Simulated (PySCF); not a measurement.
One ligand Y is varied and pulled off as a radical: Ti(OCH3)3–Y. All species are isolated molecules in the gas phase. One relaxed conformer stands for each flexible species; it need not be the lowest. Multiplicities are imposed; where one is given, others were not computed. Strings in code marks are SMILES.

Method: TPSS-D3(BJ)/def2-TZVP // TPSS-D3(BJ)/def2-SVP in PySCF. All candidates: neutral, multiplicity 2. 

```
Quantity                          Value
-----------------------------  --------
dipole moment                    1.91 D
highest occupied spin orbital  -7.32 eV
```

Q: Name which member has these values.
(A) `[NH2]`
(B) `[CH3]`
(C) `C[N]C`
(D) `[SH]`

A: A, `[NH2]`. The others give `[CH3]`: 0.00 D, -5.50 eV; `C[N]C`: 1.70 D, -5.79 eV; `[SH]`: 0.87 D, -6.25 eV
